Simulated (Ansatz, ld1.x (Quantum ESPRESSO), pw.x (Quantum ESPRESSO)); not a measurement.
# Ba (Z = 56): does the RRKJ potential hold in the solid?

```
Element                 : barium (Ba)
Generator               : ld1.x (Quantum ESPRESSO) 7.5
Type                    : norm-conserving RRKJ (Kleinman–Bylander form)
Functional              : LDA (PW92)
Relativity              : scalar-relativistic
Frozen core             : [Xe]
Valence charge          : 2
Reference configuration : 5d0 6s1 6p0 (charge +1)
Partial waves           : 6p (bound, empty): rc 4.05 bohr; 5d (bound, empty): rc 3.00 bohr; 6s (bound): rc 3.50 bohr
Local potential         : the s channel
Core correction         : Bessel-smoothed model core inside 3.00 bohr
rho0                    : 0.005
```

Atomic tests: cutoffs needed: 6 Ry and 8 Ry (the cutoffs (Ry, on a coarse ladder) from which the occupation-weighted sum of valence levels, in a spherical-Bessel basis at the reference potential, stays within 10 and 1 mRy of its value at 400 Ry); ghost test: no extra level below or beside the all-electron valence levels (p, d, s, f tested) (spherical-Bessel basis up to 400 Ry, 20 bohr box); largest excitation error: -68 meV (all-electron minus pseudo) for 5d1 6s1 6p0, out of 7 test configurations.

Crystal test: sc Ba in pw.x 7.5, no spin, 9³ k-points, Fermi–Dirac smearing 0.01 Ry, cutoffs 50/200 Ry. The reference is all-electron LAPW (Ansatz 0.2.0) with the same functional, mesh and smearing; V0 and B0 come from Birch–Murnaghan fits to the pressures at five volumes. Errors are pseudo minus all-electron; Δ is the rms difference of the E(V) curves that follow from these fits, minima aligned, over ±6 % about the mean V0. Mesh and smearing are coarse, so the numbers serve the comparison and aren't converged zero-temperature values; the lattice is a test structure that the element need not adopt.

```
V (Å³/atom)  P all-electron (GPa)  P pseudo (GPa)
     48.139                  0.55            0.98
     49.406                  0.30            0.74
     50.673                  0.07            0.53
     51.940                 -0.14            0.32
     53.207                 -0.32            0.13
```

All-electron: a0 = 3.711 Å (V0 = 51.10 Å³/atom), B0 = 8.5 GPa.

Pseudopotential: mean pressure error (GPa): +0.45. The pressure does not cross zero within the volumes sampled, so no fit is given. The largest radius (4.05 bohr) exceeds half the bond length (3.50 bohr), so the spheres overlap, which is one possible source of error among others. This is a poor potential for the solid.

Question: At the middle volume, how do free energy and pressure move when the wave cutoff is lowered (ecutrho kept at four times it)?

Answer:

```tsv
cutoff (Ry)	shift of F (meV/atom)	shift of P (GPa)
22	+0.4	-0.00
30	+0.1	-0.00
40	+0.0	+0.00
```

The run at the middle volume (35 k-points, 7 iterations) took about 5.4 s on one core of a shared host (Neoverse-N1, 64 threads, 498 GiB, load 20).
